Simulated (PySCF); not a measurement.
## H: electron affinity

H⁻ 1s2 (1S) → H 1s1 (2S), as a difference of total energies. All numbers are calculated (PySCF 2.14, no relativity, point nucleus, in aug-cc-pVTZ (4s3p2d, 23 functions)). Correlated levels: valence: nothing frozen. The calculations carry no spin-orbit coupling.

| method | electron affinity (eV) |
| --- | --- |
| UHF | -0.331 |
| MP2 (valence) | 0.438 |
| SCS-MP2 (valence) | 0.592 |
| CCSD (valence) | 0.728 |

Errors of the correlated levels include the incompleteness of this basis.

A negative affinity means that the anion lies above the atom at that level of theory.

With two correlated electrons CCSD is exact in that space.

The coupled-cluster amplitudes are large for H⁻ (T1 above 0.03 or a double amplitude above 0.15), so a single reference is strained.

For comparison: 0.754 eV (measured; photodetachment measurements, as compiled on the Wikipedia data page of electron affinities).
